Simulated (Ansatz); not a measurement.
System: rock-salt HfC. Method: r²SCAN+rVV10 in Ansatz (PAW).

Run with plane-wave cutoff 560 eV, 20×20×20 k mesh, Fermi–Dirac smearing 0.05 eV, scalar-relativistic PAW data made under PBE.

Pressure at four volumes; x = ln(V/12.410 Å³). One pressure is withheld.

| V (Å³/atom) | x | P (GPa) |
|---|---|---|
| 11.665 | -0.0619 | ? |
| 11.913 | -0.0409 | 11.01 |
| 12.410 | 0.0000 | 0.02 |
| 13.154 | 0.0582 | -12.92 |

**Question.** Pass a parabola P(x) through the three rows shown, estimate the bulk modulus and its pressure derivative near zero pressure, and predict the withheld pressure.

**Answer.** Slopes between the rows: (0.02 − (11.01))/(0.0000 − (-0.0409)) = -268.70 and (-12.92 − (0.02))/(0.0582 − (0.0000)) = -222.34 GPa. Their difference over the span 0.0991 is c = 46.36/0.0991 = 467.8 GPa, so P(x) = 11.01 + (-268.70)(x − (-0.0409)) + 467.8 (x − (-0.0409))(x − (0.0000)). At the middle row B = −dP/dx = −[-268.70 + 467.8 × 0.0409] = 249.6 GPa, and B′ = dB/dP = 2c/B = 3.7. At x = -0.0619 the parabola gives 17.26 GPa; the run gives 17.37 GPa. The Birch–Murnaghan fit to the energies at all volumes has B0 = 249 GPa and B′ = 3.9.

Measured, for comparison: bulk modulus 242 GPa (room temperature, no zero-point or thermal correction, our sources range from 242 to 286; as tabulated in Synthesis of Binary Transition Metal Nitrides, Carbides and Borides from the …). Computed (rounded) less measured: bulk modulus not scored (sources differ).

Spin–orbit coupling is not included.

Ansatz is a program for electronic structure.
